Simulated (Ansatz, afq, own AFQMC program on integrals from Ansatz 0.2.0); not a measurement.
Where AFQMC and coupled cluster stand for Cr⁺, sextet

A free Cr cation.

Basis def2-SVP. Noble-gas cores (and the filled d shells of Ga–Kr and In–Xe) are frozen. Integrals, coupled cluster, full CI and functionals: Ansatz 0.2.0; the random walks run on the same integrals in our own AFQMC program. ph-AFQMC/CISD is guided by a CISD state made of CCSD amplitudes; releasing the constraint for a short imaginary time cuts its bias at the price of noise, slowly where states lie close. Error bars are statistical, one sigma. The metal's outer-core s and p shells are frozen, which shifts wave-function levels against functionals.

Determinant: UHF, the one that the program's search chose, which needn't be the lowest solution.

Full CI on the same integrals is exact in this basis and with this determinant's frozen core.

Cautions: no relativity below Rb; outer-core shells of the metal frozen; the released energies have errors that jump between times, so the bars are unsure, so no released level is given (meV from the phaseless value at times in 1/Eh: -3 ± 7 at 0.60, -15.1 ± 0.8 at 1.20, 4 ± 15 at 2.00, -26 ± 6 at 3.00, -52 ± 27 at 4.20), though the last usable value meets full CI within the noise.

```
T1 diagnostic                               : 0.0080
weight of the determinant in the CISD state : 0.982
⟨S²⟩ of the determinant                     : 8.750
size of the correlated space                : 5 electrons in 22 orbitals
```

Reference: full CI, correlation energy -1.423 eV.

```json
{"level": "HF", "E − E(reference) (mEh)": "52.29", "share of correlation (%)": "0.00"}
{"level": "MP2", "E − E(reference) (mEh)": "6.04", "share of correlation (%)": "88.44"}
{"level": "CCSD", "E − E(reference) (mEh)": "1.22", "share of correlation (%)": "97.67"}
{"level": "CCSD(T)", "E − E(reference) (mEh)": "0.09", "share of correlation (%)": "99.84"}
{"level": "CCSDT", "E − E(reference) (mEh)": "-0.07", "share of correlation (%)": "100.14"}
{"level": "CCSDT(Q)", "E − E(reference) (mEh)": "-0.01", "share of correlation (%)": "100.03"}
{"level": "CCSDTQ", "E − E(reference) (mEh)": "0.00", "share of correlation (%)": "100.00"}
{"level": "ph-AFQMC/CISD", "E − E(reference) (mEh)": "0.64 ± 0.03", "share of correlation (%)": "98.78"}
```

CCSDT and higher add their correlation energy to the determinant of the CCSD(T) run, since their own runs factorise the integrals more tightly (a shift of under 2 meV). A walk keeps the symmetry of its determinant, which the program's search chose and which needn't be the lowest solution, so a lower state of the same spin and another symmetry isn't excluded.
